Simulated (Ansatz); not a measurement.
**C₅H₈O: a ladder of functionals and wavefunction methods**

Aim: compute C₅H₈O with functionals from several rungs and with coupled cluster. The yardstick is the atomisation energy at the CCSD(T) limit.

The runs use Ansatz 0.2.0, Gaussian basis; functionals in def2-TZVPP, the program's frozen cores in correlated methods.

Plan: LDA (SPW92), PBE-D4, revPBE-D4, BLYP-D4, r2SCAN-D4, B97M-V, PBE0-D4, B3LYP-D4, r2SCANh-D4, r2SCAN0-D4, HSE06-D4, BHLYP-D4, CAM-B3LYP-D4, LC-ωPBE, ωB97X-V, ωB97M-V, B2PLYP, PBE-QIDH; CCSD(T)/def2-SVP; CCSD(T)/def2-TZVPP; MP2/def2-QZVPP; extrapolation to the limit; RPA on PBE.

## (1) The relaxed structure

All runs share one geometry, relaxed beforehand with PBE0-D4 in a triple-zeta def2 set.

SMILES `CC(=O)C1CC1`, 14 atoms, charge 0, spin multiplicity 1.

Atoms are counted from 1 here; the program's logs count them from 0.

Bond lengths: C1–C2 1.503 Å, C1–H7 1.088 Å, C1–H8 1.094 Å, C1–H9 1.094 Å, C2–O3 1.210 Å, C2–C4 1.484 Å, C4–C5 1.511 Å, C4–C6 1.511 Å, C4–H10 1.083 Å, C5–C6 1.479 Å, C5–H11 1.082 Å, C5–H12 1.083 Å, C6–H13 1.083 Å, C6–H14 1.082 Å. Angles: C2–C1–H7 110.3°, C2–C1–H8 109.9°, C2–C1–H9 109.9°, H7–C1–H8 109.9°, H7–C1–H9 110.0°, H8–C1–H9 106.8°, C1–C2–O3 122.1°, C1–C2–C4 116.3°, O3–C2–C4 121.7°, C2–C4–C5 117.0°, C2–C4–C6 117.1°, C2–C4–H10 116.6°, C5–C4–C6 58.6°, C5–C4–H10 117.5°, C6–C4–H10 117.5°, C4–C5–C6 60.7°, C4–C5–H11 116.9°, C4–C5–H12 115.3° and more.

## (2) LDA

This LDA is Slater exchange with PW92 correlation.

in.yaml

```yaml
crystal:
  periodic: [false, false, false]
  atoms:
    - {symbol: C, position_ang: [0.349429, -0.219139, 2.121466]}
    - {symbol: C, position_ang: [-0.047386, -0.611812, 0.725897]}
    - {symbol: O, position_ang: [-0.441075, -1.724332, 0.459313]}
    - {symbol: C, position_ang: [0.070833, 0.442500, -0.312346]}
    - {symbol: C, position_ang: [0.452510, -0.003876, -1.704398]}
    - {symbol: C, position_ang: [-0.938753, 0.418658, -1.435671]}
    - {symbol: H, position_ang: [0.229240, -1.062126, 2.799165]}
    - {symbol: H, position_ang: [-0.262785, 0.621894, 2.460283]}
    - {symbol: H, position_ang: [1.388860, 0.122195, 2.130702]}
    - {symbol: H, position_ang: [0.428942, 1.410132, 0.017600]}
    - {symbol: H, position_ang: [1.100335, 0.653696, -2.269554]}
    - {symbol: H, position_ang: [0.636798, -1.065032, -1.815522]}
    - {symbol: H, position_ang: [-1.689371, -0.358591, -1.366396]}
    - {symbol: H, position_ang: [-1.277596, 1.375813, -1.810560]}
basis:
  gaussian: {orbitals: def2-TZVPP}
hamiltonian: {xc: lda}
output: {orbitals: {seedname: orbitals}}
```

Command:

```bash
> ansatz run in.yaml --threads 4 --pin off --events-out ev --progress --plain --max-ram 10444MiB
```

The runs that follow: PBE-D4 (GGA); revPBE-D4 (GGA); BLYP-D4 (GGA); r2SCAN-D4 (meta-GGA); B97M-V (meta-GGA); PBE0-D4 (hybrid); B3LYP-D4 (hybrid); r2SCANh-D4 (hybrid); r2SCAN0-D4 (hybrid); HSE06-D4 (hybrid); BHLYP-D4 (hybrid); CAM-B3LYP-D4 (range-separated); LC-ωPBE (range-separated); ωB97X-V (range-separated); ωB97M-V (range-separated); B2PLYP (double hybrid); PBE-QIDH (double hybrid); CCSD(T) in def2-SVP; CCSD(T) in def2-TZVPP; MP2 in def2-QZVPP; RPA on PBE orbitals.

**Question.** What will the summary of the whole plan be? Wanted: atomisation energy, CCSD(T)/CBS; farthest beyond LDA; mean size of error, GGA; mean size of error, meta-GGA; mean size of error, hybrid; mean size of error, range-separated; mean size of error, double hybrid; gap, smallest and largest; T1 diagnostic.

As calculated:

```
                               quantity                                             value
        atomisation energy, CCSD(T)/CBS                                         61.410 eV
    functionals within 0.307 eV (0.5 %)  BLYP-D4, B3LYP-D4, r2SCANh-D4, ωB97X-V, PBE-QIDH
                    farthest beyond LDA                                PBE-D4 (+1.964 eV)
                mean size of error, GGA                                          0.815 eV
           mean size of error, meta-GGA                                          0.402 eV
             mean size of error, hybrid                                          0.675 eV
    mean size of error, range-separated                                          0.359 eV
      mean size of error, double hybrid                                          0.296 eV
              gap, smallest and largest         4.09 eV (LDA (SPW92)), 12.08 eV (LC-ωPBE)
                          T1 diagnostic                                            0.0126
triples share of the correlation energy                                             4.2 %
```

What this shows: LDA overbinds by 9.497 eV (15 %). PBE-D4 misses by +1.964 eV. Double hybrids carry the basis error of their MP2 part in triple zeta, and no dispersion term here, so their miss is partly the set-up's. Taken by rung, double hybrid functionals do best (0.296 eV on average) and GGA ones worst beyond LDA (0.815 eV). The gap between the best rungs is small, so their order is not settled. Misses under about 0.307 eV are within the doubt on the reference itself, which lacks core-valence correlation, relativity and higher excitations. Hartree-Fock recovers 74 % of the binding; the rest is correlation. CCSD(T) in def2-SVP is off by -2.213 eV, which most functionals beat. The gap grows from 4.1 to 12.1 eV across the functionals, mostly with the share of exact exchange.
